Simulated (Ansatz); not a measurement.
Input for Ansatz (development build ahead of 0.2.0):

```yaml
crystal:
  periodic: [false, false, false]
  atoms:
    - { symbol: P, position_ang: [0.0, 0.0, 0.0] }
    - { symbol: F, position_ang: [0.0, 0.0, 4.2] }
basis:
  gaussian: { orbitals: pcseg-2 }
magnetization:
  initial_magnetization: 2
hamiltonian:
  xc: pbe0
```

The input is written out in the form of the current development build from the run's settings.

The run gave:

| Item | Value |
| --- | --- |
| Converged | yes |
| Total energy | -440.75259 hartree |
| Spin squared of the determinant | 2.000 |
| Stability test | minimum among restricted orbitals |

Caution: stretched shape with no unrestricted run beside it, a lower state can exist; charge can spread falsely over distant fragments.
